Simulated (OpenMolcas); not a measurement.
**doublet [CF]2+ at 6 levels**

Aim: a comparison of 6 runs (UHF/3-21G, UB3LYP/aug-cc-pVTZ, UPBE/aug-cc-pVTZ, USVWN5/aug-cc-pVTZ, UTPSS/aug-cc-pVTZ, ROCCSD(T)/aug-cc-pVTZ) of doublet [CF]2+. 

The calculation is run with OpenMolcas 26.06.

### 1 Starting point

[CF]2+: 2 atoms, total charge +2, spin state doublet. SMILES of the parent species: `[C+]F`. The coordinates come from a PBE0-D4/def2-TZVP relaxation. That shape belongs to the parent species and isn't relaxed for this state.

Bond lengths: C1–F2 1.153 Å.

### 2 A single-point energy at UHF/3-21G (run 1)

File run.inp:

```
&GATEWAY
BASLIB=$CurrDir
COORD
2
angstrom
C        0.492270      -0.160830       0.253170
F       -0.492270       0.160830      -0.253170
BASIS=3-21G
GROUP=NoSym
&SEWARD
&SCF
UHF
CHARGE=2
SPIN=2
THRESHOLDS=1e-10 1e-07 1e-07 1e-05
PRORBITALS=1 2
```

The basis set 3-21G is read from a file made from the Basis Set Exchange's data (not shown).

Run with:

```console
$ export MOLCAS_MEM=1860
$ pymolcas run.inp > run.log
```

Output:

```text
--- Start Module: gateway ---
[...]
--- Stop Module: gateway /rc=_RC_ALL_IS_WELL_ ---
--- Start Module: seward ---
[...]
      Basis functions           18
--- Stop Module: seward /rc=_RC_ALL_IS_WELL_ ---
--- Start Module: scf ---
[...]
       Convergence after  18 Iterations
[...]
::    Total SCF energy                               -135.1406323546
[...]
      Total spin, S                                     0.5171503837
[...]
      Total electronic charge=   13.000000
      Total            charge=    2.000000
[...]
      Dipole Moment (debye):
      Origin of the operator (angstrom)=   -0.1111    0.0363   -0.0572
                   X=  4.5066E+00               Y= -1.4723E+00               Z=  2.3177E+00           Total=  5.2772E+00
      Center of Charge (angstrom)
[...]
--- Stop Module: scf /rc=_RC_ALL_IS_WELL_ ---
[...]
```

Wall time 1.9 s (1 thread of Arm Neoverse V1, shared host); peak memory 0.37 GiB.

### 3 The energy at UB3LYP/aug-cc-pVTZ (run 2)

File run.inp:

```
&GATEWAY
BasLib=$CurrDir
Coord
2
bohr
C      0.93025548    -0.30392465     0.47842196
F     -0.93025548     0.30392465    -0.47842196
Basis=aug-cc-pVTZ
Group=NoSym
&SEWARD
GridInput
Grid=UltraFine
End of Grid
&SCF
UHF
Charge=2
Spin=2
KSDFT=B3LYP
Thresholds=1e-10 1e-07 1e-07 1e-05
PrOrbitals=1 1
```

The basis set aug-cc-pVTZ is read from a file made from the Basis Set Exchange's data (not shown).

Run with:

```console
$ export MOLCAS_MEM=1860
$ pymolcas run.inp > run.log
```

Output:

```text
--- Start Module: gateway ---
[...]
--- Stop Module: gateway /rc=_RC_ALL_IS_WELL_ ---
--- Start Module: seward ---
[...]
      Basis functions           92
--- Stop Module: seward /rc=_RC_ALL_IS_WELL_ ---
[...]
--- Start Module: scf ---
[...]
       Convergence after  17 Iterations
[...]
::    Total KS-DFT energy                            -136.5363995104
[...]
      Total spin, S                                     0.5047164160
[...]
      Total electronic charge=   13.000000
      Total            charge=    2.000000
[...]
      Dipole Moment (debye):
      Origin of the operator (angstrom)=   -0.1111    0.0363   -0.0572
                   X=  3.6299E+00               Y= -1.1859E+00               Z=  1.8668E+00           Total=  4.2506E+00
      Center of Charge (angstrom)
[...]
--- Stop Module: scf /rc=_RC_ALL_IS_WELL_ ---
[...]
```

Wall time 24 s (1 thread of Arm Neoverse V1, shared host); peak memory 0.51 GiB.

Runs 3 to 4 aren't shown in full; the table further down has their settings and results.

### 4 The energy at UTPSS/aug-cc-pVTZ (run 5)

File calc.input:

```
* CF Kohn-Sham DFT

&GATEWAY
  BasLib
  $CurrDir
  Coord
  2
  angstrom
  C        0.492270      -0.160830       0.253170
  F       -0.492270       0.160830      -0.253170
  Basis
  aug-cc-pVTZ
  Group
  NoSym

&SEWARD
  GridInput
  Grid=UltraFine
  End of Grid

&SCF
  UHF
  Charge
  2
  Spin
  2
  KSDFT
  2
  1.0 MGGA_X_TPSS
  1.0 MGGA_C_TPSS
  Thresholds
  1e-10 1e-07 1e-07 1e-05
  PrOrbitals
  0
```

The basis set aug-cc-pVTZ is read from a file made from the Basis Set Exchange's data (not shown).

Run with:

```console
$ export MOLCAS_MEM=1860
$ pymolcas calc.input > calc.log
```

Output:

```text
--- Start Module: gateway ---
[...]
--- Stop Module: gateway /rc=_RC_ALL_IS_WELL_ ---
--- Start Module: seward ---
[...]
      Basis functions           92
--- Stop Module: seward /rc=_RC_ALL_IS_WELL_ ---
[...]
--- Start Module: scf ---
[...]
       Convergence after  17 Iterations
[...]
::    Total KS-DFT energy                            -136.5637483359
[...]
      Total spin, S                                     0.5065261280
[...]
      Total electronic charge=   13.000000
      Total            charge=    2.000000
[...]
      Dipole Moment (debye):
      Origin of the operator (angstrom)=   -0.1111    0.0363   -0.0572
                   X=  3.4896E+00               Y= -1.1401E+00               Z=  1.7947E+00           Total=  4.0863E+00
      Center of Charge (angstrom)
[...]
--- Stop Module: scf /rc=_RC_ALL_IS_WELL_ ---
[...]
```

Run time: 35 s. Hardware: 1 thread of Arm Neoverse V1, shared host; peak memory 0.51 GiB.

### 5 A single-point energy at ROCCSD(T)/aug-cc-pVTZ (run 6)

File test.input:

```
&GATEWAY
BasLib=$CurrDir
BasisSet
C.aug-cc-pVTZ....
C1 0.492270 -0.160830 0.253170 angstrom
End of Basis
BasisSet
F.aug-cc-pVTZ....
F2 -0.492270 0.160830 -0.253170 angstrom
End of Basis
&SEWARD
&SCF
UHF
Charge=2
Spin=2
Thresholds=1e-10 1e-07 1e-07 1e-05
PrOrbitals=1 1
&RASSCF
FileOrb=$Project.UnaOrb
Spin=2
Nactel=1 0 0
Inactive=6
Ras2=1
OutOrbitals=Canonical
OrbListing=Few
&MOTRA
JobIph
Frozen=2
&CCSDT
CCT
Triples=3
Iterations=80
Accuracy=1e-08
Extrapolation=5 4
```

The basis set aug-cc-pVTZ is read from a file made from the Basis Set Exchange's data (not shown).

Run with:

```console
$ export MOLCAS_MEM=1860
$ pymolcas test.input > test.log
```

Output:

```text
--- Start Module: gateway ---
[...]
--- Stop Module: gateway /rc=_RC_ALL_IS_WELL_ ---
[...]
      Basis functions           92
[...]
       Convergence after  20 Iterations
[...]
::    Total SCF energy                               -135.9836347473
[...]
      Total spin, S                                     0.5116894905
[...]
      Number of active orbitals                  1
[...]
      Spin quantum number                      0.5
[...]
      Active orbitals                            1
[...]
      Number of CSFs                             1
[...]
      Number of root(s) required                 1
[...]
      Convergence after  7 iterations
[...]
      printout of CI-coefficients larger than  0.05 for root  1
      energy=    -135.980705
      conf/sym  1     Coeff  Weight
             1  u   1.00000 1.00000
      Natural orbitals and occupation numbers for root  1
      sym 1:   1.000000
      ************************************************************************************************************************
      *                                                    Final results                                                     *
[...]
::    RASSCF root number  1 Total energy:   -135.98070536
[...]
      Total electronic charge=   13.000000
      Total            charge=    2.000000
[...]
      Dipole Moment (debye):
      Origin of the operator (angstrom)=   -0.1111    0.0363   -0.0572
                   X=  4.1831E+00               Y= -1.3667E+00               Z=  2.1513E+00           Total=  4.8984E+00
      Center of Charge (angstrom)
[...]
--- Start Module: motra ---
[...]
      *** WARNING: Default frozen orbitals is overwritten by user input.
      *** Default values:   2
[...]
--- Stop Module: motra /rc=_RC_ALL_IS_WELL_ ---
[...]
--- Start Module: ccsdt ---
[...]
      Convergence after                    20  Iterations
      Total energy (diff) :    -136.31389020       0.00000000
[...]
 METHOD                       : CCSD+T(CCSD)+<T3(1)WT1>+<T3(1)UT2> = CCSD(T)
[...]
       CCSD     =      -136.3138902047961
[...]
--- Stop Module: ccsdt /rc=_RC_ALL_IS_WELL_ ---
[...]
```

It took 28 s on 1 thread of Arm Neoverse V1, shared host; peak memory 0.51 GiB.

### 6 Overview of the runs

```tsv
run	level	integration grid	frozen core orbitals	energy (Eh)	HOMO energy (eV)	LUMO energy (eV)	⟨S²⟩	wall time
1	UHF/3-21G	–	–	-135.140632	-43.23	-24.03	0.785	1.9 s
2	UB3LYP/aug-cc-pVTZ	UltraFine	–	-136.536400	-36.68	-29.82	0.759	24 s
3	UPBE/aug-cc-pVTZ	UltraFine	–	-136.408050	-34.89	-30.56	0.762	20 s
4	USVWN5/aug-cc-pVTZ	UltraFine	–	-135.550418	-34.70	-30.98	0.761	16 s
5	UTPSS/aug-cc-pVTZ	UltraFine	–	-136.563748	-35.27	-31.05	0.763	35 s
6	ROCCSD(T)/aug-cc-pVTZ	–	2	-136.330866	–	–	–	28 s
```

### 7 Outcome

| quantity | value |
| --- | --- |
| run 6: total energy | -136.33087 Eh |
| run 6: (T) correction | -16.98 mEh |

Totals of different functionals can't be ranked against each other. All runs together took 2.1 min, the longest 35 s.
